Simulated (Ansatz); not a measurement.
Born–Oppenheimer molecular dynamics of CH8OSi (11 atoms, charge 0, multiplicity 1). It starts at the highest image of a converged band. Of that band: Neighbouring images differ by up to 1.8 eV, so the band resolves the path poorly. A vibrational analysis at the climbing image gives one clearly imaginary mode, 1188i cm⁻¹: a first-order saddle point.

Theory: RKS PBE-D4/6-31G* (Ansatz).

```
ensemble                      : NVE (velocity Verlet)
time step                     : 0.5 fs
steps asked                   : 200
starting velocities drawn for : 300 K
seed                          : 8031
```

First frame:

```xyz
11
Properties=species:S:1:pos:R:3
Si -0.128 -0.014 -0.105
H 0.004 -0.725 1.538
H 0.989 0.932 0.224
H -0.800 0.657 -1.292
H 0.334 -1.327 -0.670
O -1.806 0.043 0.796
C -2.985 -0.571 0.225
H -2.863 -1.666 0.150
H -3.846 -0.329 0.865
H -3.137 -0.146 -0.779
H -1.128 -0.535 1.525
```

Problem. How far do the bonds stretch over the last three quarters of this one trajectory? (Pairs bonded in most of those frames.)

Solution. 
```csv
bond,mean (Å),spread (Å),shortest,longest
Si1–H3,1.502,0.023,1.46,1.54
Si1–H4,1.513,0.015,1.48,1.54
Si1–H5,1.511,0.029,1.46,1.56
Si1–O6,1.673,0.108,1.51,1.83
H2–H11,0.757,0.044,0.69,0.82
O6–C7,1.444,0.103,1.30,1.65
C7–H8,1.110,0.014,1.08,1.14
C7–H9,1.105,0.010,1.08,1.13
C7–H10,1.109,0.019,1.07,1.14
```

Mean temperature of the second half: 1368 K. The conserved energy stayed within 0.22 meV per atom of its start (net change 0.071 meV per atom), so the integration is sound. The kinetic energy rose, since the run started high on the potential surface and went downhill. It ends in pieces (CH6OSi + H2), so much of that is their flight and rotation, not heat. A run of 0.1 ps of so small a system gives no equilibrium averages. The orbitals stay closed-shell, which can raise the energy where a bond breaks towards radicals; this wasn't checked here.

Time of the run: 6.4 min on 1 thread of Arm Neoverse V1 (shared host), peak memory 0.12 GiB.
